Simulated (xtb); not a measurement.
xtb input (GFN2-xTB):

```bash
xtb mol.xyz --gfn 2 --ohess tight --chrg -1 --uhf 0
```
mol.xyz:
```
11

O      0.07403131     1.82307859    -0.17622333
C      0.00553845     0.48992643     0.38548144
H      0.05277247     0.54252765     1.45414807
C     -1.25974432    -0.12276512    -0.10091699
C      1.24046884    -0.32821591    -0.12113140
H     -1.25740282    -0.18369997    -1.16303209
H      1.28138459    -0.36128393    -1.24502260
H     -2.11708419     0.45909543     0.21231811
H      2.14130578     0.11745017     0.21889913
H     -1.39574503    -1.11289825     0.25477581
H      1.21059680    -1.31602809     0.27491290
```

End of the output:

```
    mode    ω/cm⁻¹     T·S(HO)/kcal·mol⁻¹    T·S(FR)/kcal·mol⁻¹   T·S(vib)
   ------------------------------------------------------------------------
       1    176.83    -0.70410 ( 99.36%)    -0.68196 (  0.64%)    -0.70396
       2    221.88    -0.57951 ( 99.74%)    -0.61481 (  0.26%)    -0.57960
   ------------------------------------------------------------------------

   temp. (K)  partition function   enthalpy   heat capacity  entropy
                                   cal/mol     cal/K/mol   cal/K/mol   J/K/mol
 298.15  VIB   4.49                 1502.012     11.847      8.024
         ROT  0.458E+05              888.752      2.981     24.307
         INT  0.206E+06             2390.765     14.828     32.330
         TR   0.439E+27             1481.254      4.968     38.132
         TOT                        3872.0187    19.7965    70.4625   294.8151

       T/K    H(0)-H(T)+PV         H(T)/Eh          T*S/Eh         G(T)/Eh
   ------------------------------------------------------------------------
    298.15    0.617045E-02    0.967687E-01    0.334790E-01    0.632897E-01
   ------------------------------------------------------------------------

         :::::::::::::::::::::::::::::::::::::::::::::::::::::
         ::                  THERMODYNAMIC                  ::
         :::::::::::::::::::::::::::::::::::::::::::::::::::::
         :: total free energy         -14.144719189296 Eh   ::
         ::.................................................::
         :: total energy              -14.208008916335 Eh   ::
         :: zero point energy           0.090598275181 Eh   ::
         :: G(RRHO) w/o ZPVE           -0.027308548142 Eh   ::
         :: G(RRHO) contrib.            0.063289727040 Eh   ::
         :::::::::::::::::::::::::::::::::::::::::::::::::::::

optimized geometry written to: xtbopt.xyz

           -------------------------------------------------
          | TOTAL ENERGY              -14.208008916335 Eh   |
          | TOTAL ENTHALPY            -14.111240186651 Eh   |
          | TOTAL FREE ENERGY         -14.144719189296 Eh   |
          | GRADIENT NORM               0.000194889178 Eh/α |
          | HOMO-LUMO GAP              10.167681250070 eV   |
           -------------------------------------------------

------------------------------------------------------------------------
------------------------------------------------------------------------
 total:
 SCF:
 ANC optimizer:
 analytical hessian:
```

It need not be the lowest isomer of its formula. Whether it binds its extra electron was not tested at this geometry.
